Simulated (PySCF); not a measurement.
Atoms are numbered as in `[Cl:1][CH2:2][Cl:3]`. Each H is labelled by its parent atom.

Geometry: PBE0-D3(BJ)/def2-SVP; GIAO shifts from PySCF 2.14.0 with density-fitted response routines, gas phase, non-relativistic, averaged over equivalent atoms.

At PBE0/6-31G* (54 basis functions, 4 s wall time on 1 thread of an Arm Neoverse N1, shared host):
```json
{"atoms": "Cl1/Cl3", "δ (ppm)": "152.2"}
{"atoms": "C2", "δ (ppm)": "58.7"}
{"atoms": "H(C2)", "δ (ppm)": "4.91"}
```

References, each an isolated molecule treated in the same way: 35Cl (σref 929.83) against HCl; 13C (σref 194.14), 1H (σref 31.96) against TMS.

**Question.** Estimate the result of repeating the calculation with KT3/pcSseg-2.

**Answer.** 
```json
{"atoms": "Cl1/Cl3", "δ at KT3/pcSseg-2": "207.0", "change": "+54.8"}
{"atoms": "C2", "δ at KT3/pcSseg-2": "71.0", "change": "+12.3"}
{"atoms": "H(C2)", "δ at KT3/pcSseg-2": "5.67", "change": "+0.76"}
```

Shifts are taken against calculated references (same method and geometry level): HCl for 35Cl (σref 937.43); 13C (σref 181.31), 1H (σref 31.35) vs TMS.

The largest change is at Cl1/Cl3 (chlorine bonded to C). Cost: 150 basis functions, 6.9 s wall time on 1 thread of an Arm Neoverse V2, shared host.

Carbons that carry Cl, above all several Cl atoms, come out too deshielded, partly because spin–orbit coupling is missing.
